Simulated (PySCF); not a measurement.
**Gas-phase thermal properties of SiCl3OH**

Computed with PySCF (xtb for GFN2) and rigid-rotor harmonic-oscillator thermochemistry at 1 bar. 6-31G* has spherical d functions here. All species are closed-shell singlets. B3LYP is the form with VWN-RPA correlation. SiCl3OH: computed as isolated molecules; such fragments, hydroxides, amides, oligomers or adducts are transient or little studied in the gas. The harmonic model lacks anharmonicity and excited electronic states, which grow with temperature; levels with a mode under 35 cm⁻¹ are left out. Internal rotation in SiCl3OH is treated as a harmonic vibration of one conformer, which makes the entropy rough.

```csv
level,point group,σ,ZPE (kJ/mol),S°298 (J/mol/K),Cp298 (J/mol/K),S°1000 (J/mol/K),H1000 − H298 (kJ/mol)
B3LYP/6-31G*,Cs,1,51.0,352.5,97.2,488.1,80.3
GFN2-xTB,Cs,1,47.2,360.4,100.6,498.2,81.4
HF/6-31G*,Cs,1,54.9,347.3,94.8,481.2,79.4
PBE/def2-SVP,Cs,1,49.9,355.8,98.1,492.0,80.6
PBE0/def2-TZVP,Cs,1,51.9,352.2,97.0,487.6,80.2
```
σ: rotational symmetry number. Electronic degeneracy used: 1. Frequencies are unscaled.
